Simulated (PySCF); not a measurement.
A structure optimised at ωB97X-D3(BJ)/def2-TZVP, used in a PySCF frequency run:

```xyz
5

F     -1.1035     0.0000    -0.2905
C      0.0000     0.0000     0.5036
F      1.1035     0.0000    -0.2905
H      0.0000    -0.9138     1.1037
H      0.0000     0.9138     1.1037
```

Question: Write its SMILES, formula and point group.

Answer: FCF, CH2F2, C2v

Question: What are its rotational constants (standard atomic weights)?

Answer: 49.327, 10.540, 9.2174 GHz
